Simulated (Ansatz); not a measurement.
```yaml
crystal:
  periodic: [false, false, false]
  atoms:
    - {symbol: N, position_ang: [-0.979341, 1.213402, 0.503071]}
    - {symbol: C, position_ang: [-0.618192, 0.026260, 0.713254]}
    - {symbol: F, position_ang: [-1.030494, -0.737520, 1.759260]}
    - {symbol: C, position_ang: [0.370440, -0.653925, -0.118892]}
    - {symbol: N, position_ang: [1.015294, 0.006210, -1.270839]}
    - {symbol: H, position_ang: [-1.679619, 1.509862, 1.172989]}
    - {symbol: H, position_ang: [1.196262, -0.959835, 0.527567]}
    - {symbol: H, position_ang: [-0.100119, -1.568213, -0.446537]}
    - {symbol: H, position_ang: [0.221352, 0.290840, -1.866769]}
    - {symbol: H, position_ang: [1.434981, 0.920435, -0.971439]}
basis:
  gaussian: {orbitals: def2-TZVPD}
hamiltonian: {xc: {name: HF}}
correlation: {method: mp2, frozen_orbitals: {N: 9}}
accuracy: high
scf: {lower_state_search: off}
output: {forces: true}
```

```sh
$ ansatz run in.yaml --threads 4 --pin off --events-out ev --progress --plain --max-ram 10444MiB
```

Output, abridged:

```
Functional definition: HF
  name "HF"
  cite "Fock, Z. Phys. 61, 126 (1930) doi:10.1007/BF01340294"
  parent pbe
  exchange = exact_x
  correlation = 0
these checks for a lower state are left out or cut short: starts, cluster_reference, orbital_swaps, neighbouring_geometries, increment
Error: "frozen_orbitals" has no count for C
```

Something in this input is off. What?

Frozen orbitals are typed for one element alone, and the program wants a count for each. The program refused the input.
